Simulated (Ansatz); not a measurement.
in.yaml

```yaml
crystal:
  periodic: [false, false, false]
  atoms:
    - {symbol: As, position_ang: [0.000000, 0.000000, 0.777033]}
    - {symbol: Na, position_ang: [0.000000, 0.000000, -3.091467]}
    - {symbol: H, position_ang: [0.000000, 0.000000, 2.314433]}
basis:
  gaussian: {orbitals: STO-3G}
magnetization: {spin_polarized: false, initial_magnetization: 3}
correlation: {method: fic_mrcisd_q, electrons: outside_noble_gas, active_space: {window: {electrons: 3, orbitals: 6}}}
scf: {lower_state_search: full}
```

```sh
$ ansatz run in.yaml --threads 1 --pin off --events-out ev --progress --plain --max-ram 2393MiB
```

Output:

```
268 factors; integrals over basis functions are off by at most 4.6e-5 eV
mean field evaluation 1: about -64477.1222 eV, gradient 3.3e0 eV
mean field evaluation 2: about -64477.1250 eV, gradient 3.3e0 eV
mean field evaluation 4: about -64477.2215 eV, gradient 3.1e-1 eV
mean field evaluation 8: about -64477.2236 eV, gradient 2.9e-5 eV
mean field evaluation 16: about -64469.7139 eV, gradient 1.6e1 eV
mean field evaluation 32: about -64477.2233 eV, gradient 1.6e-1 eV
mean field evaluation 64: about -64477.2232 eV, gradient 1.7e-1 eV
mean field -64477.22363459 eV, -2369.4942643392 hartree, gradient 5.5e-7 eV, S^2 3.750000; 5 other end points of the search recorded, 0 dependent functions left out
reference -64477.22363459 eV, -2369.4942643392 hartree; 24, 21 occupied and 4, 7 virtual orbitals, 268 factors
state -64477.22363539 eV, -2369.4942643687 hartree
contracted CI cycle   1: correlation 0.00000000 eV, 0.0000000000 hartree, residual 4.41e0 eV
contracted CI cycle   2: correlation -0.64685294 eV, -0.0237714071 hartree, residual 7.25e-1 eV
contracted CI cycle   3: correlation -0.66803883 eV, -0.0245499743 hartree, residual 1.71e-1 eV
contracted CI cycle   4: correlation -0.66897182 eV, -0.0245842608 hartree, residual 5.04e-2 eV
contracted CI cycle   5: correlation -0.66903455 eV, -0.0245865662 hartree, residual 1.68e-2 eV
contracted CI cycle   6: correlation -0.66904002 eV, -0.0245867673 hartree, residual 3.96e-3 eV
contracted CI cycle   7: correlation -0.66904037 eV, -0.0245867800 hartree, residual 7.21e-4 eV
state -64477.22363539 eV, -2369.4942643687 hartree; corrected -64477.90931284 eV, -2369.5194625502 hartree
the orbitals are reached from a further start. From the first start the search ends at -64477.22363499 eV, -2369.4942643539 hartree
WARN: 3 active orbitals are nearly empty or full. The corrections depend on them more than the energy does, and are more stable in an active space without them
Total energy: -64477.90931284 eV, -2369.5194625502 hartree
```

Ran on 1 thread of Arm Neoverse V1, shared host: 1.4 s wall, 0.17 GiB peak host memory.
